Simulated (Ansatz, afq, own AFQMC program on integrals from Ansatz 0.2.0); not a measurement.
AFQMC on a folder of integrals that Ansatz 0.2.0 wrote.

```yaml
crystal:
  periodic: [false, false, false]
  atoms:
    - {symbol: B, position_ang: [0.000000, 0.000000, 0.826501]}
    - {symbol: C, position_ang: [0.000000, 0.000000, -0.555344]}
    - {symbol: H, position_ang: [0.000000, -0.925158, -1.123694]}
    - {symbol: H, position_ang: [0.000000, 0.925158, -1.123694]}
basis:
  gaussian: {orbitals: aug-cc-pVDZ}
total_charge: -1
magnetization: {spin_polarized: true, initial_magnetization: 0}
correlation: {method: ccsd_t, electrons: outside_noble_gas, hamiltonian_folder: ham}
```

```sh
$ ansatz run in.yaml --threads 1 --pin off --events-out ev --progress --plain --max-ram 24576MiB --backend cuda --devices 0, --max-vram 18GiB
```

afq runs on the folder ham with

```
--method phaseless --trial cisd --walkers 4000 --populations 20 --least-time 60 --time-step 0.005 --steps-per-block 50 --equilibration-blocks 28 --max-blocks 4000 --target-error 0.00019 --factor-cut 1e-05 --start spin_pure --seed 9140 --release-times 0.24,0.51,0.99,1.62,2.4 --release-step 0.03 --release-every 3 --taylor-order 6
```

Times are imaginary, in 1/Eh. The walk had a cap of 215 s. With eight or more populations the least sampling time is a fifth of least-time, and the error comes from their spread.

Output of the walk:

```
orbitals 62  electrons 5 5  factors 512 of 636
reference energy -63.60448838 Eh
CCSD correlation -0.25358693 Eh in 12 cycles, weight of the determinant in the CISD state 0.8638
energy of the start -63.858071 Eh
 block  time / (1/Eh)  mean weight  energy / Eh
     1     0.250  0.9999  -63.854864
     2     0.500  0.9996  -63.857323
     3     0.750  1.0002  -63.859981
     4     1.000  0.9997  -63.862130
     5     1.250  0.9999  -63.863912
    10     2.500  1.0000  -63.867387
    19     4.750  0.9999  -63.869033
    21     5.250  0.9999  -63.868643
    29     7.250  1.0002  -63.869998
    39     9.750  0.9999  -63.869806
    49    12.250  1.0000  -63.868772
    59    14.750  1.0004  -63.869908
    69    17.250  0.9999  -63.871725
    73    18.250  0.9999  -63.872907
    79    19.750  1.0001  -63.869495
    89    22.250  0.9999  -63.871980
    99    24.750  0.9998  -63.870663
   107    26.750  0.9998  -63.870586
error from the spread of 20 populations
released: time / (1/Eh)  energy / Eh  error  mean overlap
  0.24  -63.870527  0.000132  1.0000
  0.51  -63.870666  0.000079  1.0006
  0.99  -63.870668  0.000087  0.9991
  1.62  -63.870878  0.000134  0.9942
  2.40  -63.870692  0.000201  0.9954
energy -63.870521 +/- 0.000184 Eh
(rows thinned)
```

The run passed its tests (sampling time, drift between the halves within three errors, error under three times the target), which doesn't prove that it has relaxed. The second half of the sampling lies below the first by 1.8 errors of their difference, so the energy may still be moving and its error bar be too small.

Against this walk (error 5.0 meV) on the same determinant: CCSD(T) 39.7 meV higher, CCSDT(Q) 6.5 meV lower (within the noise). The error is statistical and leaves out the bias of the constraint. Released to 2.40 1/Eh the energy moves by -5 ± 7 meV (both errors), within twice the noise.

Cautions: constraint bias not in the error; the determinant is a saddle point among determinants of its kind.

The walk took 110 s on 1 × NVIDIA H100 80GB HBM3 with 2 threads of AMD EPYC 7R13 Processor (Zen 3), with other jobs on the host (the card was shared). The log's last line is the phaseless energy.

CCSDT and higher add their correlation energy to the determinant of the CCSD(T) run, since their own runs factorise the integrals more tightly (a shift of under 2 meV). A walk keeps the symmetry of its determinant, which the program's search chose and which needn't be the lowest solution, so a lower state of the same spin and another symmetry isn't excluded.
